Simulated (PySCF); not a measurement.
Q: Give a GFN2-xTB geometry of `CC(C)(C)C=O`.

A: 
Z-matrix in Å and degrees, rows numbered from 1:
```
C 
C   1  1.5265
C   2  1.5333  1  110.69
C   2  1.5334  1  110.66  3  -121.95
C   2  1.5124  1  110.44  3   119.09
O   5  1.1975  2  126.22  1     0.16
H   1  1.0872  2  110.27  3   -59.57
H   1  1.0872  2  110.48  3    60.87
H   1  1.0870  2  110.18  3  -178.79
H   3  1.0880  2  110.89  1   178.81
H   3  1.0877  2  110.55  1    58.34
H   3  1.0875  2  109.81  1   -61.32
H   4  1.0878  2  110.56  1   -58.43
H   4  1.0875  2  109.86  1    61.27
H   4  1.0879  2  110.81  1  -178.91
H   5  1.1101  2  112.85  1  -179.90
```

Of the pairs four or more bonds apart, O6···H9 is among the closest relative to their van der Waals radii: 2.74 Å, 101 % of the sum of Bondi's values. The C–C distances run from 1.512 Å (C2–C5, drawn single) to 1.533 Å (C2–C4, drawn single), a spread of 0.021 Å.

Computed geometry: GFN2-xTB, gas phase.

Point group: Cs (tolerance 0.08 Å). Not checked by GFN2-xTB frequencies.
